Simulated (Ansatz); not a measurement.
A calculation on fcc Cu returned lattice constant a 3.690 Å, bulk modulus 111 GPa, cohesive energy 2.61 eV/atom.

For reference: lattice constant a 3.595 Å (measured, low-temperature or extrapolated to 0 K; zero-point anharmonic expansion removed; as tabulated in Csonka et al. (2009), arXiv:0903.4037); bulk modulus 144 GPa (measured, 0 K value with the zero-point phonon effect removed, our sources range from 140 to 145; as tabulated in Mejia-Rodriguez and Trickey (2018), arXiv:1807.09216); cohesive energy 3.52 eV/atom (measured, zero-point vibration energy added; as tabulated in Harl et al. (2010), doi:10.1103/physrevb.81.115126).

Q: Which level of theory produced these numbers?
A. PBEsol (Ansatz, an electronic-structure program)
B. PBE (Ansatz)
C. B3LYP (VWN-RPA form) (Ansatz)
D. HSE06 (Ansatz)

A: C, B3LYP (VWN-RPA form) (Ansatz)

The others give: HSE06 3.633 Å, 129 GPa, 3.08 eV/atom; PBEsol 3.563 Å, 168 GPa, 4.08 eV/atom; PBE 3.629 Å, 141 GPa, 3.52 eV/atom.

Unless a cell is named, each level is at its own relaxed cell (B3LYP (VWN-RPA form) 12.56, HSE06 11.99, PBE 11.95, PBEsol 11.31 Å³/atom).

Ansatz's density-functional and Hartree–Fock values are scalar-relativistic unless marked +SOC, with PAW data made under PBE.
